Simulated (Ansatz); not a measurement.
## CH₅BS, SMILES BCS: a ladder of methods at one geometry, step by step

With Ansatz 0.2.0 through its Python package.

At the Python prompt:
```pycon
>>> from pathlib import Path
>>> import ansatz
>>> from ase import Atoms
>>> import numpy as np
>>> BASIS = 'def2-SVP'
>>> atoms = Atoms(['B', 'C', 'S', 'H', 'H', 'H', 'H', 'H'], positions=[
...     [-0.5833, 0.5056, -0.706],
...     [0.5707, 0.173, 0.2463],
...     [0.6944, -1.6272, 0.3923],
...     [-1.2202, -0.2797, -1.2226],
...     [-0.8712, 1.6783, -0.9563],
...     [0.4009, 0.6393, 1.2464],
...     [1.5425, 0.5863, -0.171],
...     [-0.4416, -1.7327, 1.1152],
... ])
>>> molecule = ansatz.Crystal.molecule_from_ase(atoms)
>>> base = molecule.calculation().basis(gaussian=BASIS).scf(lower_state_search='off')
>>> print('functional    E (Ha)        dipole (D)   HOMO (eV)  LUMO (eV)')
functional    E (Ha)        dipole (D)   HOMO (eV)  LUMO (eV)
>>> for name in ['r2scan0', 'hf', 'lda', 'pbe']:
...     summary = base.functional(name).forces().orbitals().run(threads=1, pin='off', runs_dir='runs').report
...     lines = Path(summary['orbitals_path']).read_text().splitlines()
...     field_of = lambda key: [line.split('=')[1].strip() for line in lines if line.startswith(key)]
...     orbitals = [(27.211386 * float(e), s, float(n)) for e, s, n in zip(field_of('Ene='), field_of('Spin='), field_of('Occup='))]
...     homo = max(e for e, _, n in orbitals if n > 0.5)
...     lumo = min(e for e, _, n in orbitals if n < 0.5)
...     dipole = 4.803205 * np.linalg.norm(summary['charge_distribution']['dipole_moment_e_ang'])
...     print(f'{name:10s} {summary["free_energy_ev"] / 27.211386246:14.6f} {dipole:9.3f} {homo:11.3f} {lumo:10.3f}')
...
r2scan0       -463.855714     1.397      -6.599     -1.307
hf            -462.782179     1.391      -9.389      2.177
lda           -461.863189     1.319      -5.153     -2.851
pbe           -463.652765     1.269      -5.105     -2.575
```

Notes:
- The settings weren't tested for convergence.
- The geometry is a force-field or estimated start, not a minimum of this method, and the basis set is short of its limit. A lower total doesn't mark the better method: functionals have no common bound, and MP2 and coupled cluster aren't variational.
- Levels such as HOMO and LUMO are orbital energies: with these approximate functionals they aren't the ionisation energy and electron affinity, and their gap isn't the fundamental gap.
- Hardware and time: 5 s on 1 thread of Arm Neoverse V2, with other jobs on the host, peak memory 0.18 GiB.

(Lines on the test bed's own set-up are left out of the output.)
